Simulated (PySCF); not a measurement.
Species: 2-butynoic acid, C4H4O2.
Bonds: C1–C2, C2–C3 (triple), C3–C4, C4–O5 (double), C4–O6. Hydrogens: H7, H8, H9 on C1; H10 on O6.

Method used: EOM-IP-CCSD/aug-cc-pVDZ in PySCF, restricted Hartree–Fock reference, frozen core, non-relativistic, gas phase, PBE0-D3(BJ)/def2-SVP geometry.

Hartree–Fock orbital energies give these Koopmans values (eV): HOMO 10.99, HOMO-1 11.04, HOMO-2 13.12, HOMO-3 13.52, HOMO-4 16.49, HOMO-5 16.56, HOMO-6 16.66, HOMO-7 17.63.

**Question.** What vertical ionisation energies does EOM-IP-CCSD give?

**Answer.** 
| leading hole (HF orbital) | Koopmans (eV) | EOM-IP-CCSD (eV) | change (eV) | one-hole share |
| --- | --- | --- | --- | --- |
| HOMO | 10.99 | 10.43 | -0.56 | 0.95 |
| HOMO-1 | 11.04 | 10.81 | -0.23 | 0.96 |
| HOMO-2 | 13.12 | 11.38 | -1.74 | 0.95 |
| HOMO-3 | 13.52 | 12.06 | -1.46 | 0.94 |
| HOMO-6 | 16.66 | 14.58 | -2.08 | 0.94 |
| HOMO-4 | 16.49 | 15.41 | -1.08 | 0.95 |
| HOMO-5 | 16.56 | 15.49 | -1.07 | 0.95 |
| HOMO-7 | 17.63 | 15.93 | -1.70 | 0.92 |

**Question.** Does the order of the lines follow the orbital energies?

**Answer.** No: the HOMO-6 hole (14.58 eV) falls below the HOMO-4 hole (15.41 eV); the HOMO-6 hole (14.58 eV) falls below the HOMO-5 hole (15.49 eV). The corrections run from -2.08 to -0.23 eV, with a mean of -1.24 eV over the 8 lines; no line lies above its Koopmans value. Koopmans values leave out both the relaxation of the orbitals and the change in correlation energy.

**Question.** At what kinetic energies would He I light (21.22 eV) eject these electrons?

**Answer.** 10.79 eV (HOMO), 10.41 eV (HOMO-1), 9.84 eV (HOMO-2), 9.16 eV (HOMO-3), 6.64 eV (HOMO-6), 5.81 eV (HOMO-4), 5.73 eV (HOMO-5), 5.29 eV (HOMO-7).

Lines less than 0.15 eV apart could change places at a higher level. One root was sought for each valence orbital with −ε under 21 eV, eight at most, so deeper holes and satellites are missing; no vibrational structure.

Hardware: Arm Neoverse V1, one thread, no GPU, shared host with 32 logical CPUs at a one-minute load of 22. Cost: 11 min, 3.1 GiB resident at most.

Shape of the structure used: `[CH3:1][C:2]#[C:3][C:4](=[O:5])[OH:6]`: H–O6–C4–C3 180°.

One conformer stands for the species.
